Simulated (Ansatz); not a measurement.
Reaction (formal hydrolysis of a C–F bond): `N=C(F)CN` + H₂O → `N=C(O)CN` + H–F

Isolated molecules relaxed with PBE0-D4/def2-TZVP in Ansatz; ΔE leaves out vibrations. CBS: MP2 limit from def2 TZ/QZ plus the TZ coupled-cluster correction, frozen cores. This one scheme is used for every species. DFT in def2-TZVPP. B3LYP here is the variant with VWN-RPA as its local correlation; programs differ in this. One conformer a species, not always the lowest.

```tsv
level	ΔE (kcal/mol)
PBE	-2.6
B3LYP	-2.1
CCSD(T)/def2-TZVPP	-3.8
CCSD/CBS(def2)	-3.8
```

(1) What does CCSD(T)/CBS give? (Estimate.)

(2) What do rigid-rotor, harmonic-oscillator terms from PBE0-D4/def2-TZVP frequencies (298.15 K, 1 bar) make of the CCSD(T)/CBS value? (An estimate is asked.)

Largest T1 diagnostic among the species: 0.012.

Answers

(1) The calculation gave: -4.1 kcal/mol. The listed levels differ from it by 1.5, 2.0, 0.3, 0.3 kcal/mol.

(2) Ansatz gave: ΔZPE = +0.8 kcal/mol, ΔH = -3.5 kcal/mol, ΔS = -11 J/(mol·K), ΔG = -2.7 kcal/mol.

The D4 term adds −0.7 kcal/mol with B3LYP and −0.4 kcal/mol with PBE0; it sums over pairs of atoms, weighted by their polarisabilities, and B3LYP, whose exchange is more repulsive, gets the larger term. From BLYP to BHLYP (50 % exact exchange), in def2-TZVPP and without D4, ΔE moves by −1.2 kcal/mol. At CCSD(T), def2-SVP lies +0.8 kcal/mol from the extrapolated value and def2-TZVPP +0.3 kcal/mol.

CCSD(T)/CBS has its own doubt, a few kJ/mol and more with outer-core shells, so smaller differences from it don't rank the levels.
